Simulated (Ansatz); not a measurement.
# [Cl···H···Br], doublet: transfer scan

Starting geometry:

| atom | x (Å) | y (Å) | z (Å) |
| --- | --- | --- | --- |
| Cl | 0.0000 | 0.0000 | -1.4786 |
| H | 0.0000 | 0.0000 | -0.1998 |
| Br | 0.0000 | 0.0000 | 1.6784 |

From there H2 is moved from one fragment to the other while all else, the fragments' distance too, stays fixed; atoms are numbered as listed. Energies are in kcal/mol, counted from the starting geometry at the same level. Kohn–Sham curves are unrestricted where that lies lower.

Basis cc-pVTZ; Ansatz 0.2.0. Only valence electrons are correlated (noble-gas cores and the filled d shells of p-block atoms frozen). R marks a restricted (for open shells ROHF) determinant, U an unrestricted one. No spin–orbit coupling is included, and no scalar relativity.

Functionals correlate the shells that the reference freezes, so part of their error here is the reference's.

Full CI isn't at hand for all of this; UCCSDT(Q) serves as the reference, and is uncertain by about the last step of the cluster series.

```
distance Cl1-H2 (Å)  UCCSDT(Q)  B3LYP  wB97M-V  B2PLYP
              1.279        0.0    0.0      0.0     0.0
              1.329        0.7   -0.1      0.5     0.4
              1.428        4.4    1.8      3.9     3.3
              1.528        7.8    4.2      7.4     6.3
              1.627        9.2    5.8      9.3     7.8
```

(1) Judged by the spread of the error over the points with a reference (largest less smallest), which of these follows UCCSDT(Q) best and which worst?

Results:

(1) Subtracting the UCCSDT(Q) column from each: best wB97M-V (errors from -0.5 to 0.1, spread 0.5 kcal/mol), worst B3LYP (from -3.6 to 0.0, spread 3.6 kcal/mol). Functionals and wave-function methods converge differently with the basis, so part of this is basis effect.
